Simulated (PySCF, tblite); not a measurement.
Breaking a bond: H2, singlet. Each curve is given relative to its own lowest point near equilibrium.

```tsv
R / Å	A	B	C
0.59	0.557	0.740	0.557
0.65	0.164	0.287	0.164
0.68	0.063	0.154	0.063
0.70	0.024	0.092	0.024
0.73	0.000	0.031	0.000
0.75	0.005	0.009	0.005
0.77	0.023	0.000	0.023
0.79	0.055	0.002	0.055
0.82	0.122	0.022	0.122
0.86	0.242	0.076	0.242
0.92	0.473	0.205	0.473
1.03	0.996	0.539	0.996
1.14	1.582	0.933	1.582
1.25	2.175	1.342	2.185
1.34	2.556	1.672	2.673
1.50	3.006	2.231	3.502
1.64	3.243	2.682	4.174
1.85	3.442	3.284	5.078
2.03	3.530	3.723	5.754
2.21	3.578	4.094	6.347
2.63	3.621	4.710	7.451
2.99	3.631	5.013	8.151
```

Energies in eV.

Problem. Which curve belongs to which method? The methods are GFN2-xTB, 300 K electronic temperature in tblite; PySCF with RHF/cc-pVQZ; PySCF with UHF/cc-pVQZ.

Solution. A is UHF; B is GFN2-xTB; C is RHF.

The unrestricted determinant behind UHF is spin-contaminated at 1.25 to 2.99 Å (<S²> up to 1.0, against 0.00 for a pure singlet). The restricted form behind RHF keeps the bonding electrons paired and can't separate into open-shell fragments.
